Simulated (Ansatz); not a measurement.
# H2O2: the cost of one run

Computed with Ansatz 0.2.0 (the levels named in each step, unless a step's input says otherwise).

## (1) The system as given

Bond lengths: O1–O2 1.421 Å, O1–H3 0.966 Å, O2–H4 0.966 Å. Angles: O1–O2–H4 102.1°, O2–O1–H3 102.1°.

As a file:

```xyz
4

O    -0.6336   -0.0012    0.3214
O     0.6336    0.0016   -0.3214
H    -1.2410   -0.0252   -0.4292
H     1.2410    0.0198    0.4293
```

## (2) A rough first relaxation, PBE-D4/def2-SVP

The input, input.yaml:

```yaml
crystal:
  periodic: [false, false, false]
  atoms:
    - { symbol: O, position_ang: [-0.63363, -0.00124, 0.32137] }
    - { symbol: O, position_ang: [0.63363, 0.00158, -0.32138] }
    - { symbol: H, position_ang: [-1.24097, -0.02523, -0.42921] }
    - { symbol: H, position_ang: [1.24103, 0.01985, 0.42931] }
basis:
  gaussian: { orbitals: def2-SVP }
hamiltonian:
  xc: pbe
  dispersion: d4
relax:
  f_tol: 0.03
  max_steps: 200
```

Launch:

```console
ansatz run input.yaml --threads 2 --pin off --max-ram 5120MiB --backend cpu --events-out ev --progress --plain --runs-dir out
```

**Question.** How long does this run take on 2 threads of Intel Xeon at 2.50GHz (Skylake/Cascade Lake), shared host, and how much memory does it need?

About 14 s, with a peak of 0.096 GiB.
